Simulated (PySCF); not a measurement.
First SCF of a structure search on singlet CH₄, at a hand-made square planar geometry. PySCF input:

```python
from pyscf import gto, scf, dft
mol = gto.M(atom='''
C      0.000000     0.000000     0.000000
H      1.070000     0.000000     0.000000
H      0.000000     1.070000     0.000000
H     -1.070000     0.000000     0.000000
H     -0.000000    -1.070000     0.000000''',
    basis={'C': 'def2-TZVP', 'H': 'def2-TZVP'},
    charge=0, spin=0)
mf = dft.RKS(mol, xc='PBE')
mf.grids.atom_grid = (50, 194)
aux = {'C': 'def2-universal-JKFIT', 'H': 'def2-universal-JKFIT'}
mf = mf.density_fit(auxbasis=aux)
mf.conv_tol = 1e-08
mf.diis_space = 10
mf.max_cycle = 60
mf.init_guess = 'minao'
mf.verbose = 4
mf.kernel()
```

Excerpt of the output (cycles and frontier levels):

```
init E= -40.2908250795
  HOMO = -0.243058329974353  LUMO = -0.0980679946375531  gap/eV = 3.94539
cycle= 1 E= -40.1702197955066  delta_E= 0.121  |g|= 0.599  |ddm|= 1.36
  HOMO = -0.0288032131329963  LUMO = -0.022361976806727  gap/eV = 0.17527
cycle= 2 E= -39.6432923407536  delta_E= 0.527  |g|= 1.11  |ddm|= 4.79
  HOMO = -0.168948841246454  LUMO = -0.0671887651320944  gap/eV = 2.76903
cycle= 3 E= -40.2498151749062  delta_E= -0.607  |g|= 0.198  |ddm|= 4.77
  HOMO = -0.150169773340433  LUMO = -0.0800489873284285  gap/eV = 1.90808
cycle= 4 E= -40.2589354203378  delta_E= -0.00912  |g|= 0.0481  |ddm|= 0.0982
  HOMO = -0.142864029217325  LUMO = -0.0769761345312716  gap/eV = 1.79290
cycle= 5 E= -40.2595270766584  delta_E= -0.000592  |g|= 0.00154  |ddm|= 0.0322
  HOMO = -0.142917786313891  LUMO = -0.0775009312059716  gap/eV = 1.78008
cycle= 6 E= -40.259527641702  delta_E= -5.65e-07  |g|= 8.37e-05  |ddm|= 0.00097
  HOMO = -0.142913430280831  LUMO = -0.0774803523700065  gap/eV = 1.78052
cycle= 7 E= -40.2595276431373  delta_E= -1.44e-09  |g|= 1.36e-05  |ddm|= 5.4e-05
  HOMO = -0.142919641764308  LUMO = -0.077482779462084  gap/eV = 1.78063
Extra cycle  E= -40.2595276430603  delta_E= 7.7e-11  |g|= 2.24e-05  |ddm|= 2.59e-05
converged SCF energy = -40.2595276430603
```

No lower solution of this spin was found by a stability analysis within the restricted form, which does not test spin polarisation.

The search for the lowest solution, with the stability check, took 1.8 s on 2 threads of a shared Arm Neoverse V1 host, with 55 basis functions; the process peaked at 0.28 GiB.
